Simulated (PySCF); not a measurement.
Computed and published core binding energies of `COC`

The experiment to reproduce (core binding energies): C 1s of C1/C3 292.17 eV [1]; C 1s of C1/C3 292.34 eV [2]. Sources and the comparison follow the method.

Compound: C2H6O.
SMILES with atom numbers: `[CH3:1][O:2][CH3:3]`

Geometry (PBE0-D3(BJ)/def2-SVP, Å), atoms numbered from 1 in this order:
```xyz
9
C2H6O angstrom
C     -0.2123   -0.3637    1.1301
O      0.7971   -0.0454    0.2282
C      0.3142    0.3581   -1.0123
H     -0.8476   -1.1993    0.7705
H     -0.8786    0.4994    1.3349
H      0.2586   -0.6694    2.0752
H     -0.2884   -0.4328   -1.5045
H      1.1760    0.5873   -1.6551
H     -0.3195    1.2658   -0.9399
```

Method: PySCF 2.14.0, delta-SCF UKS SCAN, pcX-2 on the ionised atom, pcseg-1 elsewhere, spin-free X2C. Each binding energy is the total energy of the core-ionised species, with the hole localised on one atom, minus that of the ground state; both are solved self-consistently, so orbital relaxation is included.

| atom | environment | level | this calculation (eV) | reference (eV) | difference (eV) | source |
| --- | --- | --- | --- | --- | --- | --- |
| C1/C3 | methoxy carbon | C 1s | 292.27 | 292.17 | +0.10 | [1] |
| C1/C3 | methoxy carbon | C 1s | 292.27 | 292.34 | -0.07 | [2] |

[1] measured, gas; CORE65 (Golze, Keller, Rinke, J. Phys. Chem. Lett. 2020, 11, 1840), as tabulated in Jana, Herbert, J. Chem. Phys. 2023, 158, 094111, SI
[2] measured, gas; Chong, Molecules 2021, 26, 1947 (electron spectra of vapor-phase indole and four azaindoles)

Task: How far is it from the measured entries?

Result: Over the 2 different measured values (1 distinct line) the mean signed difference is +0.01 eV, the mean unsigned one 0.08 eV and the largest 0.10 eV. The calculation is vertical and has no vibrational structure, and measured positions depend on the energy calibration.

Task: What does the calculation give for the levels without a reference value here?

Result: O2 O 1s 538.61 eV.

Atoms equivalent by their bonding share one computed value, that of the first of them. Isolated species at its PBE0-D3(BJ)/def2-SVP geometry, gas phase.
